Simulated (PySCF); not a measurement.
Work out the structure from these simulated measurements.

Formula: CH3P.

- NMR, other nuclei: isotropic shieldings of nuclei other than C and H, by class: 44 (1 P) ppm [GIAO PBE0/pcSseg-1]
- UV, strongest line: among the 10 lowest singlet transitions: S2 at 5.83 eV (213 nm, f = 0.213) [TDDFT CAM-B3LYP/def2-SVPD]
- XPS: P2p3/2 136.7, C1s 290.8, P1s 2150.3 eV [ΔSCF SCAN, pcX-2 on the ionised atom, pcseg-1 elsewhere, spin-free X2C, 2p3/2 from a spin–orbit splitting computed afterwards within the 2p shell]
- Rotational structure: rotational constants A, B, C: 137.050, 16.453, 14.689 GHz [PBE0-D3(BJ)/def2-SVP]
- 13C NMR: chemical shifts (computed TMS as zero) by class: 196.7 (1 C) ppm [GIAO PBE0/pcSseg-1]
- Triplet: lowest triplet excitation (Tamm–Dancoff): 2.88 eV [TDA CAM-B3LYP/def2-SVPD]

Electronic properties: PySCF, gas phase, density fitting. Levels stand in brackets. NMR shifts are as computed; neighbouring signals can stand in another order in a measured spectrum. Geometry: PBE0-D3(BJ)/def2-SVP; no solvent, vibrations or thermal averaging. Each NMR value is the plain mean over a class of atoms that symmetry, rotation or inversion makes alike.

Problem. Give a SMILES that accounts for the data.

Solution. The one carbon: carbon bonded to P and 2 H (196.7 ppm). The other shieldings belong to: 44 ppm, phosphorus bonded to C and H. The core levels belong to: P2p3/2 136.7 eV, phosphorus bonded to C and H; C1s 290.8 eV, carbon bonded to P and 2 H; P1s 2150.3 eV, phosphorus bonded to C and H. The hole state at 290.8 eV has ⟨S²⟩ = 0.84 against 0.75, so that value is less sure. The optimised geometry has point group Cs and is an asymmetric top. Structure: `C=P` (CH3P).
